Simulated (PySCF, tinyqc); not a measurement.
MP2 on RHF in the sto-6g basis, for BH, spin multiplicity 1, step by step. The lowest restricted solution is unstable here: a spin-polarised one lies 0.0137 hartree lower (PySCF). Computed by tinyqc, a small Python program that keeps every step (integrals from PySCF). Settings: charge = 0, multiplicity = 1, basis = sto-6g, method = RHF, energy threshold = 1e-10, iteration cap = 61, orthogonalisation = symmetric, start = atomic densities, DIIS depth = 6. Command: `OMP_NUM_THREADS=1 python tinyqc.py 24925 24926 out.jsonl` (the two numbers bound the seeds that draw the settings). One thread of a shared host (Intel(R) Xeon(R) Processor @ 2.60GHz), about 0.2 s of CPU time with the checks. The early iterations of the SCF are left out here.

## One-electron integrals

Geometry (angstrom):
```
atom       x       y       z
B     0.0000  0.0000  0.0000
H     0.0000  0.0000  1.1630
```

Basis sto-6g: exponents (1/bohr^2) and contraction coefficients of normalised primitives:
```
element  l (shell)  exponent  coefficient
B            s (1)  506.0111       0.0092
B            s (1)   92.7768       0.0494
B            s (1)   25.9557       0.1685
B            s (1)    8.9164       0.3706
B            s (1)    3.4625       0.4165
B            s (1)    1.4261       0.1303
B            s (2)   23.1946      -0.0133
B            s (2)    4.5908      -0.0470
B            s (2)    1.4268      -0.0338
B            s (2)    0.5489       0.2502
B            s (2)    0.2384       0.5951
B            s (2)    0.1093       0.2407
B            p (3)   23.1946       0.0038
B            p (3)    4.5908       0.0377
B            p (3)    1.4268       0.1739
B            p (3)    0.5489       0.4180
B            p (3)    0.2384       0.4259
B            p (3)    0.1093       0.1017
H            s (1)   35.5232       0.0092
H            s (1)    6.5131       0.0494
H            s (1)    1.8221       0.1685
H            s (1)    0.6260       0.3706
H            s (1)    0.2431       0.4165
H            s (1)    0.1001       0.1303
```

Overlap, kinetic and nuclear-attraction integrals over the contracted functions; the nuclear repulsion is the sum of Za Zb / Rab.

nuclear repulsion = 2.275052 hartree

overlap S:
```
         1B 1s   1B 2s  1B 2px  1B 2py  1B 2pz   2H 1s
1B 1s   1.0000  0.2649  0.0000  0.0000  0.0000  0.0734
1B 2s   0.2649  1.0000  0.0000  0.0000  0.0000  0.4902
1B 2px  0.0000  0.0000  1.0000  0.0000  0.0000  0.0000
1B 2py  0.0000  0.0000  0.0000  1.0000  0.0000  0.0000
1B 2pz  0.0000  0.0000  0.0000  0.0000  1.0000  0.4972
2H 1s   0.0734  0.4902  0.0000  0.0000  0.4972  1.0000
```

kinetic energy T (hartree):
```
          1B 1s    1B 2s  1B 2px  1B 2py  1B 2pz    2H 1s
1B 1s   10.9472  -0.3339  0.0000  0.0000  0.0000  -0.0102
1B 2s   -0.3339   0.3745  0.0000  0.0000  0.0000   0.0952
1B 2px   0.0000   0.0000  1.1250  0.0000  0.0000   0.0000
1B 2py   0.0000   0.0000  0.0000  1.1250  0.0000   0.0000
1B 2pz   0.0000   0.0000  0.0000  0.0000  1.1250   0.2439
2H 1s   -0.0102   0.0952  0.0000  0.0000  0.2439   0.7685
```

nuclear attraction V (hartree):
```
           1B 1s    1B 2s   1B 2px   1B 2py   1B 2pz    2H 1s
1B 1s   -23.8467  -2.8647   0.0000   0.0000  -0.0204  -0.8867
1B 2s    -2.8647  -4.1872   0.0000   0.0000  -0.1666  -1.8770
1B 2px    0.0000   0.0000  -4.1451   0.0000   0.0000   0.0000
1B 2py    0.0000   0.0000   0.0000  -4.1451   0.0000   0.0000
1B 2pz   -0.0204  -0.1666   0.0000   0.0000  -4.2710  -1.8434
2H 1s    -0.8867  -1.8770   0.0000   0.0000  -1.8434  -3.4782
```

core Hamiltonian H = T + V (hartree):
```
           1B 1s    1B 2s   1B 2px   1B 2py   1B 2pz    2H 1s
1B 1s   -12.8995  -3.1986   0.0000   0.0000  -0.0204  -0.8969
1B 2s    -3.1986  -3.8127   0.0000   0.0000  -0.1666  -1.7818
1B 2px    0.0000   0.0000  -3.0201   0.0000   0.0000   0.0000
1B 2py    0.0000   0.0000   0.0000  -3.0201   0.0000   0.0000
1B 2pz   -0.0204  -0.1666   0.0000   0.0000  -3.1460  -1.5995
2H 1s    -0.8969  -1.7818   0.0000   0.0000  -1.5995  -2.7097
```

## Two-electron integrals

Functions are numbered as in S; the eight-fold symmetry (ij|kl) = (ji|kl) = (kl|ij) leaves the list below.

Two-electron integrals (ij|kl) in chemists' order, unique and non-zero (hartree):
```
(11|11) 2.9250   (21|11) 0.4808   (21|21) 0.0995   (22|11) 0.7434
(22|21) 0.1890   (22|22) 0.5449   (31|31) 0.0211   (32|31) 0.0309
(32|32) 0.1204   (33|11) 0.7434   (33|21) 0.1890   (33|22) 0.5449
(33|33) 0.5871   (41|41) 0.0211   (42|41) 0.0309   (42|42) 0.1204
(43|43) 0.0316   (44|11) 0.7434   (44|21) 0.1890   (44|22) 0.5449
(44|33) 0.5238   (44|44) 0.5871   (51|51) 0.0211   (52|51) 0.0309
(52|52) 0.1204   (53|53) 0.0316   (54|54) 0.0316   (55|11) 0.7434
(55|21) 0.1890   (55|22) 0.5449   (55|33) 0.5238   (55|44) 0.5238
(55|55) 0.5871   (61|11) 0.1388   (61|21) 0.0278   (61|22) 0.0522
(61|33) 0.0519   (61|44) 0.0519   (61|51) 0.0022   (61|52) 0.0041
(61|55) 0.0527   (61|61) 0.0080   (62|11) 0.2972   (62|21) 0.0766
(62|22) 0.2390   (62|33) 0.2325   (62|44) 0.2325   (62|51) 0.0089
(62|52) 0.0503   (62|55) 0.2518   (62|61) 0.0226   (62|62) 0.1388
(63|31) 0.0085   (63|32) 0.0374   (63|53) 0.0097   (63|63) 0.0163
(64|41) 0.0085   (64|42) 0.0374   (64|54) 0.0097   (64|64) 0.0163
(65|11) 0.2672   (65|21) 0.0699   (65|22) 0.2299   (65|33) 0.2177
(65|44) 0.2177   (65|51) 0.0156   (65|52) 0.0818   (65|55) 0.2543
(65|61) 0.0218   (65|62) 0.1568   (65|65) 0.1897   (66|11) 0.4469
(66|21) 0.1177   (66|22) 0.4112   (66|33) 0.3867   (66|44) 0.3867
(66|51) 0.0179   (66|52) 0.1285   (66|55) 0.4603   (66|61) 0.0357
(66|62) 0.2963   (66|65) 0.3655   (66|66) 0.7750
```

## Orthogonalisation

S = U s U^T; symmetric (Loewdin) form X = U s^(-1/2) U^T, so that X^T S X = 1.

eigenvalues of S: 0.2918  0.7987  1.0000  1.0000  1.1629  1.7466

X:
```
          1B 1s    1B 2s  1B 2px  1B 2py   1B 2pz    2H 1s
1B 1s    1.0291  -0.1513  0.0000  0.0000  -0.0125   0.0247
1B 2s   -0.1513   1.1794  0.0000  0.0000   0.1506  -0.3773
1B 2px   0.0000   0.0000  1.0000  0.0000   0.0000   0.0000
1B 2py   0.0000   0.0000  0.0000  1.0000   0.0000   0.0000
1B 2pz  -0.0125   0.1506  0.0000  0.0000   1.1495  -0.3759
2H 1s    0.0247  -0.3773  0.0000  0.0000  -0.3759   1.2961
```

## Iteration 7 (converged): orbitals

converged F (hartree):
```
          1B 1s    1B 2s  1B 2px  1B 2py   1B 2pz    2H 1s
1B 1s   -7.4318  -2.0806  0.0000  0.0000  -0.0242  -0.5865
1B 2s   -2.0806  -0.9859  0.0000  0.0000  -0.0706  -0.5723
1B 2px   0.0000   0.0000  0.2670  0.0000   0.0000   0.0000
1B 2py   0.0000   0.0000  0.0000  0.2670   0.0000   0.0000
1B 2pz  -0.0242  -0.0706  0.0000  0.0000  -0.1512  -0.4273
2H 1s   -0.5865  -0.5723  0.0000  0.0000  -0.4273  -0.4520
```

Diagonalise F' = X^T F X, C = X C', fill 3 alpha and 3 beta electrons from the bottom; D = 2 C_occ C_occ^T. Each column has its largest component positive (the first on a tie).

F' = X^T F X (hartree):
```
         1        2       3       4        5        6
1  -7.2708  -1.0599  0.0000  0.0000  -0.0399  -0.0940
2  -1.0599  -0.3999  0.0000  0.0000   0.1652  -0.4292
3   0.0000   0.0000  0.2670  0.0000   0.0000   0.0000
4   0.0000   0.0000  0.0000  0.2670   0.0000   0.0000
5  -0.0399   0.1652  0.0000  0.0000   0.1254  -0.5147
6  -0.0940  -0.4292  0.0000  0.0000  -0.5147   0.0322
```

orbital energies (hartree): MO1 -7.4340, MO2 -0.5962, MO3 -0.2457, MO4 0.2670, MO5 0.2670, MO6 0.7627

coefficients C:
```
            MO1      MO2      MO3      MO4     MO5      MO6
1B 1s    0.9950  -0.1958  -0.1947   0.0000  0.0000   0.1284
1B 2s    0.0201   0.5439   0.8003   0.0000  0.0000  -0.8014
1B 2px   0.0000   0.0000   0.0000  -0.2800  0.9600   0.0000
1B 2py   0.0000   0.0000   0.0000   0.9600  0.2800   0.0000
1B 2pz   0.0061   0.2313  -0.5850   0.0000  0.0000  -1.0439
2H 1s   -0.0059   0.5292  -0.3510   0.0000  0.0000   1.2494
```

D after iteration 7:
```
          1B 1s    1B 2s  1B 2px  1B 2py   1B 2pz    2H 1s
1B 1s    2.1324  -0.4847  0.0000  0.0000   0.1494  -0.0823
1B 2s   -0.4847   1.8733  0.0000  0.0000  -0.6844   0.0137
1B 2px   0.0000   0.0000  0.0000  0.0000   0.0000   0.0000
1B 2py   0.0000   0.0000  0.0000  0.0000   0.0000   0.0000
1B 2pz   0.1494  -0.6844  0.0000  0.0000   0.7915   0.6554
2H 1s   -0.0823   0.0137  0.0000  0.0000   0.6554   0.8066
```

Within a degenerate level the vectors are fixed only up to a rotation; this is one choice.

## Convergence

Stop when the energy changes by less than 1e-10 hartree and every element of the error matrix X^T (F D S - S D F) X is below 3e-06.

Course of the cycle:
```
iteration  E (hartree)     change  largest element of the error matrix
1           -25.015370          -                             6.01e-01
2           -24.993853   2.15e-02                             9.09e-02
3           -25.000602  -6.75e-03                             1.51e-02
4           -25.000915  -3.13e-04                             2.31e-03
5           -25.000921  -6.40e-06                             3.09e-05
6           -25.000921  -8.06e-10                             1.39e-06
7           -25.000921  -1.83e-12                             9.23e-09
```

PySCF RHF in the same basis = -25.000921 hartree

Converged in 7 iterations.

## Integrals over molecular orbitals

(pq|rs) = sum C_ip C_jq C_kr C_ls (ij|kl), one index at a time.

one-electron integrals over orbitals h = C^T H C (hartree):
```
          1        2        3        4        5        6
1  -12.8887   0.2617   0.2534   0.0000   0.0000  -0.1677
2    0.2617  -3.1399  -0.1203   0.0000   0.0000   0.4745
3    0.2534  -0.1203  -2.9716   0.0000   0.0000  -0.1756
4    0.0000   0.0000   0.0000  -3.0201   0.0000   0.0000
5    0.0000   0.0000   0.0000   0.0000  -3.0201   0.0000
6   -0.1677   0.4745  -0.1756   0.0000   0.0000  -2.4818
```

Two-electron integrals over orbitals (pq|rs), unique and non-zero (hartree):
```
(11|11) 2.9020      (21|11) -0.2263     (21|21) 0.0300      (22|11) 0.6022
(22|21) -1.30e-05   (22|22) 0.6013      (31|11) -0.2257     (31|21) 0.0245
(31|22) -0.0201     (31|31) 0.0372      (32|11) 0.0848      (32|21) -0.0085
(32|22) -0.0738     (32|31) 0.0023      (32|32) 0.0582      (33|11) 0.7078
(33|21) -0.0165     (33|22) 0.4131      (33|31) 0.0041      (33|32) 0.0489
(33|33) 0.5796      (41|41) 0.0221      (42|41) 0.0186      (42|42) 0.0583
(43|41) 0.0188      (43|42) 0.0424      (43|43) 0.0653      (44|11) 0.7431
(44|21) -0.0083     (44|22) 0.4622      (44|31) -0.0072     (44|32) 0.0404
(44|33) 0.5110      (44|44) 0.5871      (51|51) 0.0221      (52|51) 0.0186
(52|52) 0.0583      (53|51) 0.0188      (53|52) 0.0424      (53|53) 0.0653
(54|54) 0.0316      (55|11) 0.7431      (55|21) -0.0083     (55|22) 0.4622
(55|31) -0.0072     (55|32) 0.0404      (55|33) 0.5110      (55|44) 0.5238
(55|55) 0.5871      (61|11) 0.1552      (61|21) -0.0256     (61|22) -0.0129
(61|31) -0.0077     (61|32) 0.0121      (61|33) 0.0249      (61|44) 0.0042
(61|55) 0.0042      (61|61) 0.0323      (62|11) -0.1914     (62|21) 0.0037
(62|22) 0.0104      (62|31) 0.0116      (62|32) -0.0519     (62|33) -0.0395
(62|44) -0.0913     (62|55) -0.0913     (62|61) 0.0041      (62|62) 0.1242
(63|11) 0.0757      (63|21) -0.0037     (63|22) -0.0562     (63|31) 0.0079
(63|32) 0.0486      (63|33) 0.0769      (63|44) 0.0347      (63|55) 0.0347
(63|61) 0.0103      (63|62) -0.0510     (63|63) 0.0690      (64|41) -0.0123
(64|42) -0.0374     (64|43) -0.0157     (64|64) 0.0338      (65|51) -0.0123
(65|52) -0.0374     (65|53) -0.0157     (65|65) 0.0338      (66|11) 0.6867
(66|21) -0.0041     (66|22) 0.5909      (66|31) -0.0200     (66|32) -0.0613
(66|33) 0.4574      (66|44) 0.4808      (66|55) 0.4808      (66|61) -0.0084
(66|62) 0.0179      (66|63) -0.0420     (66|66) 0.6222
```

## Second-order Moller-Plesset energy

Hartree-Fock energy = -25.000921 hartree

E2 = sum_ijab (ia|jb) [2 (ia|jb) - (ib|ja)] / (e_i + e_j - e_a - e_b) over occupied i, j and virtual a, b; the opposite-spin part is (ia|jb)^2 / denominator, the rest is same-spin, and SCS-MP2 scales them by 6/5 and 1/3.

Terms:
```
i  j  a  b  (ia|jb)  (ib|ja)  denominator       term
2  2  6  6   0.1242   0.1242      -2.7178    -0.0057
3  3  5  5   0.0653   0.0653      -1.0254    -0.0042
3  3  4  4   0.0653   0.0653      -1.0254    -0.0042
3  3  6  6   0.0690   0.0690      -2.0169    -0.0024
2  2  5  5   0.0583   0.0583      -1.7263    -0.0020
2  2  4  4   0.0583   0.0583      -1.7263    -0.0020
2  3  5  5   0.0424   0.0424      -1.3758    -0.0013
2  3  4  4   0.0424   0.0424      -1.3758    -0.0013
3  2  5  5   0.0424   0.0424      -1.3758    -0.0013
3  2  4  4   0.0424   0.0424      -1.3758    -0.0013
3  2  6  6  -0.0510  -0.0510      -2.3673    -0.0011
2  3  6  6  -0.0510  -0.0510      -2.3673    -0.0011
1  1  6  6   0.0323   0.0323     -16.3934  -6.37e-05
1  3  5  5   0.0188   0.0188      -8.2136  -4.31e-05
3  1  5  5   0.0188   0.0188      -8.2136  -4.31e-05
1  3  4  4   0.0188   0.0188      -8.2136  -4.31e-05
3  1  4  4   0.0188   0.0188      -8.2136  -4.31e-05
2  1  5  5   0.0186   0.0186      -8.5641  -4.02e-05
2  1  4  4   0.0186   0.0186      -8.5641  -4.02e-05
1  2  5  5   0.0186   0.0186      -8.5641  -4.02e-05
1  2  4  4   0.0186   0.0186      -8.5641  -4.02e-05
1  1  5  5   0.0221   0.0221     -15.4019  -3.16e-05
1  1  4  4   0.0221   0.0221     -15.4019  -3.16e-05
3  1  6  6   0.0103   0.0103      -9.2052  -1.15e-05
1  3  6  6   0.0103   0.0103      -9.2052  -1.15e-05
1  2  6  6   0.0041   0.0041      -9.5556  -1.76e-06
2  1  6  6   0.0041   0.0041      -9.5556  -1.76e-06
```

Pair energies (hartree; pair i-j sums ij and ji):
```
pair  opposite spin  same spin
1-1       -1.27e-04     0.0000
2-1       -1.64e-04     0.0000
2-2         -0.0096     0.0000
3-1       -1.96e-04     0.0000
3-2         -0.0074     0.0000
3-3         -0.0107     0.0000
```

MP2 correlation energy = -0.028205 hartree

SCS-MP2 correlation energy = -0.033846 hartree

MP2 total energy = -25.029126 hartree
